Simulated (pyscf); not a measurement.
Optimised with ωB97X-D3(BJ)/def2-SVP in PySCF. MP2 and CC: frozen core, UHF for open shells. ΔMP2 is the change of the MP2 total energy from the triple- to the quadruple-zeta basis.

PBE/def2-TZVP puts the barrier of `[NH2][NH][SiH3]` → `[NH2][SiH2][NH2]` (concerted two-bond exchange; singlet surface; N–N, H–Si broken, N–Si, H–N formed) at 51.3 kcal/mol and the reaction energy at -53.9 kcal/mol, from the reactant's lowest minimum found. What do M06-2X/def2-TZVP, ωB97M-D3(BJ)/def2-TZVP, CCSD(T)/def2-TZVPP + ΔMP2(QZVPP) give on the same structures?

M06-2X: ΔE‡ = 68.0 kcal/mol, ΔE = -58.3 kcal/mol; ωB97M-D3(BJ): ΔE‡ = 64.6 kcal/mol, ΔE = -57.4 kcal/mol; CCSD(T): ΔE‡ = 60.2 kcal/mol, ΔE = -59.3 kcal/mol. PBE's barrier lies under all of them, by 9.0 to 16.8 kcal/mol. Its reaction energy lies over all of them, by 3.4 to 5.4 kcal/mol. Low barriers are usual for a GGA, whose delocalisation error favours stretched bonds. One saddle was located; it need not be the lowest between these sides. A restricted solution here is unstable towards spin polarisation, so biradical character is likely and single-reference numbers are less safe. The CCSD(T) − MP2 part came from Ansatz, without density fitting, on the same reference. The largest closed-shell T1 diagnostic is 0.036, which may signal static correlation.
